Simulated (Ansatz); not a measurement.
# C5H6: the cost of one run

Method: the settings change from run to run; program: Ansatz 0.2.0, Gaussian basis.

### Step 1. The geometry

The structure was relaxed beforehand with PBE0-D4 in a triple-zeta def2 set.

SMILES `C#CC(=C)C`, 11 atoms, charge 0, spin multiplicity 1.

Atoms are counted from 1 here; the program's logs count them from 0.

Bond lengths: C1–C2 1.203 Å, C1–H6 1.064 Å, C2–C3 1.426 Å, C3–C4 1.335 Å, C3–C5 1.500 Å, C4–H7 1.084 Å, C4–H8 1.082 Å, C5–H9 1.093 Å, C5–H10 1.093 Å, C5–H11 1.090 Å. Angles: C2–C1–H6 179.2°, C1–C2–C3 177.6°, C2–C3–C4 120.8°, C2–C3–C5 116.1°, C4–C3–C5 123.1°, C3–C4–H7 120.7°, C3–C4–H8 121.4°, H7–C4–H8 117.9°, C3–C5–H9 110.6°, C3–C5–H10 110.6°, C3–C5–H11 110.8°, H9–C5–H10 107.0°, H9–C5–H11 108.9°, H10–C5–H11 108.9°.

### Step 2. SPW92/ANO-RCC-VTZP

This run has charge +1, multiplicity 2, restricted open-shell orbitals, atoms shaken by 0.03 Å, density fitting with def2-universal-jkfit.

Contents of in.yaml:

```yaml
crystal:
  periodic: [false, false, false]
  atoms:
    - {symbol: C, position_ang: [-1.336261, 1.719891, 1.020377]}
    - {symbol: C, position_ang: [-0.795763, 0.852367, 0.542767]}
    - {symbol: C, position_ang: [-0.048261, -0.230795, -0.094587]}
    - {symbol: C, position_ang: [-0.756036, -1.332359, -0.562343]}
    - {symbol: C, position_ang: [1.399031, -0.103926, -0.158112]}
    - {symbol: H, position_ang: [-1.876783, 2.641421, 1.464007]}
    - {symbol: H, position_ang: [-0.105318, -2.112528, -1.067956]}
    - {symbol: H, position_ang: [-1.800516, -1.411597, -0.455665]}
    - {symbol: H, position_ang: [1.805297, 0.026871, 0.830691]}
    - {symbol: H, position_ang: [1.716264, 0.849749, -0.680470]}
    - {symbol: H, position_ang: [1.875754, -0.949701, -0.628907]}
basis:
  gaussian: {orbitals: ANO-RCC-VTZP, fitting: {mean_field: def2-universal-jkfit}}
total_charge: 1
magnetization: {spin_polarized: false, initial_magnetization: 1}
hamiltonian: {xc: {name: SPW92}}
output: {forces: true}
```

Started as:

```bash
ansatz run in.yaml --threads 2 --pin off --events-out ev --progress --plain --max-ram 4352MiB
```

**Question.** How long does this run take on 2 threads of Intel Xeon Platinum 8259CL at 2.50GHz, shared host, and how much memory does it need?

About 12 s, with a peak of 0.63 GiB.
